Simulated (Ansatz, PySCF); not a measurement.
Gas-phase reaction in SMILES: [CH3] (CH3) -> [CH3] (CH3) as singlet, charge +1 + e-
Geometries: B3LYP-D3(BJ)/def2-TZVP minima from Ansatz (a first-principles code).

Quantity: adiabatic ionisation energy (electronic energy difference), in eV. Correlated levels leave the core frozen unless marked. UHF or UKS for open shells. Spin-orbit coupling is left out. Non-relativistic. Basis-set limits of correlation are two-point, X^-3; Hartree-Fock from the larger set.

CCSD(T)/CBS(aug-cc-pVTZ,aug-cc-pVQZ) (Ansatz) gives 9.78 eV.

Q: Another calculation gave 9.94 eV. Which level was it?
A. wB97M-V/def2-TZVPD (Ansatz)
B. r2SCAN0/def2-TZVPD (Ansatz)
C. revPBE/def2-TZVPD (Ansatz)
D. HF/def2-TZVPD (PySCF)

A: C, revPBE/def2-TZVPD (Ansatz). The others give 10.08 (r2SCAN0), 9.70 (wB97M-V), 8.99 (HF) eV.
